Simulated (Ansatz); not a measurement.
# Au (Au, fcc): the cost of one run

Program: Ansatz 0.2.0. Level of theory: DFT r2SCAN, plane waves (500 eV) with PAW, scalar-relativistic; PBE-made PAW files. These are calculated values, not measurements.

## Step 1: The structure to begin with

Symmetry: Fm-3m, No. 225, cubic system. The conventional cell has a = 4.078 Å, b = 4.078 Å, c = 4.078 Å, α = 90.00°, β = 90.00°, γ = 90.00°. Au (site symmetry m-3m) is surrounded by 12 Au at 2.88 Å.

Coordinates:

```
CELL_PARAMETERS angstrom
0.00000 2.03912 2.03912
2.03912 0.00000 2.03912
2.03912 2.03912 0.00000
ATOMIC_POSITIONS crystal
Au 0.00000 0.00000 0.00000
```

## Step 2: Relaxing cell and atoms

Input file input.yaml:

```yaml
crystal:
  lattice:
    - [0.0, 2.03912, 2.03912]
    - [2.03912, 0.0, 2.03912]
    - [2.03912, 2.03912, 0.0]
  atoms:
    - { symbol: Au, position: [0.0, 0.0, 0.0] }
hamiltonian:
  xc: r2scan
  pseudopotentials:
    kind: paw
    azcp:
      Au: "pseudopotentials/Au.paw.azcp"
basis:
  ecutwfc: 500
  fft_grid_basis: typed
kpoints:
  mp_grid: { grid: [13, 13, 13], shift: [0, 0, 0] }
magnetization:
  spin_polarized: false
scf:
  occupations: { method: fermi_dirac, width: 0.1 }
relax:
  max_steps: 60
  f_tol: 0.01
  cell: {}
```

What time and memory should one allow on 1 thread of an x86-64 CPU, shared host?

About 26 s, with a peak of 0.56 GiB.
